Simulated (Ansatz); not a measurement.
Species, as SMILES: O=[CH] (CH-O), doublet.
Atoms: C1, O2, H3. Bonds: C1-O2, C1-H3.

How fast the highest harmonic wavenumber converges with the basis for several methods (Ansatz, a quantum-chemistry and plane-wave program): deviation from each method's own reference, in cm⁻¹. References: B3LYP 2649 cm⁻¹, the value in def2-QZVPPD; HF 2859 cm⁻¹, the value in def2-QZVPPD; MP2 2771 cm⁻¹, the value in def2-QZVPP; PBE 2561 cm⁻¹, the value in def2-QZVPPD. All functions are spherical. In correlated methods cores are frozen. Core-valence sets carry the plain set on hydrogen. Open shells are unrestricted. No added dispersion term, no relativity. Each level at its own minimum, unscaled; the references are large sets that could be run, not limits.

```csv
basis,functions,B3LYP,HF,MP2,PBE
cc-pVDZ,33,-49,…,-58,-45
aug-cc-pVDZ,55,1,…,-22,5
def2-TZVP,68,-6,…,-25,-5
pcseg-2,74,2,…,22,-1
cc-pVTZ,74,-12,…,-15,-15
def2-TZVPP,76,-3,…,-6,-3
def2-TZVPPD,94,6,…,2,6
"6-311++G(3df,3pd)",96,12,…,13,17
cc-pCVTZ,100,-21,…,-22,-24
aug-cc-pVTZ,115,4,…,-2,4
cc-pVQZ,140,-8,…,-5,-10
def2-QZVPP,144,-3,…,0,-4
```

Q: Fill in the missing entries.

A: 
- cc-pVDZ, HF: -6
- aug-cc-pVDZ, HF: 15
- def2-TZVP, HF: -6
- pcseg-2, HF: 7
- cc-pVTZ, HF: -8
- def2-TZVPP, HF: -4
- def2-TZVPPD, HF: 3
- 6-311++G(3df,3pd), HF: 2
- cc-pCVTZ, HF: -16
- aug-cc-pVTZ, HF: 4
- cc-pVQZ, HF: -6
- def2-QZVPP, HF: -2

Mean absolute deviation over def2-TZVP, pcseg-2, cc-pVTZ, def2-TZVPP, def2-TZVPPD, 6-311++G(3df,3pd), cc-pCVTZ, aug-cc-pVTZ: HF 6, B3LYP 8, PBE 9, MP2 13 cm⁻¹.
